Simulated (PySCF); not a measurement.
# Ionisation and electron attachment of oxygen

Molecule: oxygen, `[O][O]` (O2, triplet). Numbering: `[O:1][O:2]`

Energies: B3LYP-D3(BJ)/ma-def2-TZVP (PySCF, density fitting, integration grid level 2) on PBE0-D3(BJ)/ma-def2-SVP structures. The prefix ma- adds one diffuse s and one diffuse p function on all atoms but H. Zero-point and thermal terms (298.15 K, 1 bar) come from unscaled PBE0-D3(BJ)/ma-def2-SVP harmonic frequencies, with soft modes damped to free rotors in the entropy.

Frontier levels of the parent: HOMO -8.56 eV, LUMO -3.28 eV.

Oxidation to the radical cation:
| Quantity | Value |
| --- | --- |
| Vertical ionisation energy (electronic) | 12.87 eV |
| Adiabatic ionisation energy (with zero-point energy) | 12.55 eV |
| Adiabatic, electronic part | 12.53 eV |
| Vertical gap at the product's structure | 11.97 eV |
| Inner reorganisation energy (four-point) | 908 meV |
| Relaxation of product / of parent | 348 / 560 meV |
| ⟨S²⟩ of the product | 0.753 |
| Largest spin populations | O1 0.50, O2 0.50 |
| Largest changes of atomic charge | O1 0.50, O2 0.50 |
| Distances that move most (Å) | O1–O2 1.189 → 1.098 |

Vertical ionisation energy to the quartet cation: 17.14 eV. This state was not relaxed.

Reduction to the radical anion:
* Vertical electron affinity (electronic): -0.11 eV
* Adiabatic electron affinity (with zero-point energy): 0.55 eV
* Adiabatic, electronic part: 0.52 eV
* Vertical gap at the product's structure: 0.91 eV
* ⟨S²⟩ of the product: 0.757
* Largest spin populations: O2 0.50, O1 0.50
* Largest changes of atomic charge: O2 -0.50, O1 -0.50
* Distances that move most (Å): O1–O2 1.189 → 1.319

Vertical electron affinity to the quartet anion: -2.47 eV. The extra electron is not bound at this structure, the number hangs on the basis, and the ion was not relaxed.

Vertical ionisation energy, Adiabatic ionisation energy: the gap is larger than usual, and may come from another state, site, conformer or species, from an onset or band maximum that doesn't mark the energy named, from the functional or basis, or from an outlying measurement.

Measured values (NIST Chemistry WebBook, evaluated or the median of agreeing entries): vertical ionisation energy 12.32 eV (computed 12.87, difference 0.56); adiabatic ionisation energy 12.07 eV (computed 12.55, difference 0.48); adiabatic electron affinity 0.44 eV (computed 0.55, difference 0.10).

Caveats: a negative vertical affinity means that the electron isn't bound at that structure, so the value and what is derived from it hang on the basis.

Hardware: 1 thread of Intel Xeon @ 2.80GHz, shared with other jobs. Command: `OMP_NUM_THREADS=1 python redox_run.py task.json out`. Structures, frequencies and single points: 21 s.

Differences come from unrounded values, so a last digit can differ from that of the printed terms.
